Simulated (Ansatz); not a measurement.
# F–Al–GaH, triplet: vertical spin and charge gaps

Geometry (PBE0/def2-TZVP stationary point for this spin, not checked as a minimum):

```xyz
4

F     0.0000   -0.3153    2.6637
Al    0.0000    0.4048    1.1780
Ga    0.0000   -0.0787   -1.1444
H     0.0000    0.5494   -2.5805
```

Basis cc-pVDZ; Ansatz 0.2.0. Only valence electrons are correlated (noble-gas cores and the filled d shells of p-block atoms frozen). R marks a restricted (for open shells ROHF) determinant, U an unrestricted one. No spin–orbit coupling is included, and no scalar relativity.

Gaps are energies of the second state less the first, at fixed atoms, for a selection of the levels run; each method lands on the state that its own search finds for that charge and spin.

**Question.** PBE gives 10.568 eV for removing an electron, to the quartet. Estimate what UCCSDT(Q) gives in cc-pVDZ.

**Answer.** UCCSDT(Q) in cc-pVDZ gives 10.548 eV, so against it PBE is off by 0.020 eV, of which a good part can be the reference's own basis and frozen-core error.

| level | gap (eV) | error (meV) |
| --- | --- | --- |
| UMP2 | 10.479 | -69 |
| UCCSD | 10.550 | 2 |
| UCCSD(T) | 10.551 | 3 |
| BCCD(T) | 10.558 | 10 |
| r2SCAN | 10.620 | 72 |
| PBE0 | 10.739 | 191 |
| wB97M-V | 10.901 | 353 |
| B2PLYP | 10.683 | 135 |
| RPA-PBE | 10.667 | 119 |

**Question.** PBE gives 6.938 eV for removing an electron, to the doublet. Estimate what UCCSDT(Q) gives in cc-pVDZ.

**Answer.** UCCSDT(Q) in cc-pVDZ gives 6.751 eV, so against it PBE is off by 0.187 eV, of which a good part can be the reference's own basis and frozen-core error.

```json
{"level": "UHF", "gap (eV)": "6.381", "error (meV)": "-370"}
{"level": "UMP2", "gap (eV)": "6.650", "error (meV)": "-101"}
{"level": "UCCSD", "gap (eV)": "6.714", "error (meV)": "-37"}
{"level": "UCCSD(T)", "gap (eV)": "6.739", "error (meV)": "-12"}
{"level": "BCCD(T)", "gap (eV)": "6.736", "error (meV)": "-15"}
{"level": "UCCSDT", "gap (eV)": "6.749", "error (meV)": "-2"}
{"level": "r2SCAN", "gap (eV)": "7.081", "error (meV)": "330"}
{"level": "PBE0", "gap (eV)": "6.968", "error (meV)": "217"}
{"level": "B2PLYP", "gap (eV)": "6.735", "error (meV)": "-16"}
```

In so small a basis the reference is far from its limit while semilocal and hybrid functionals are nearer theirs (RPA and double hybrids share part of the reference's basis error), so the functionals' errors here hold much of the reference's basis and frozen-core error, which can add to them or hide them.

Full CI isn't at hand for all of this; UCCSDT(Q) serves as the reference, and is uncertain by the last step of the cluster series or more. The frozen core follows each run's orbitals, which can shift R against U totals by a few meV for light atoms and by up to 0.1 eV past Ca.
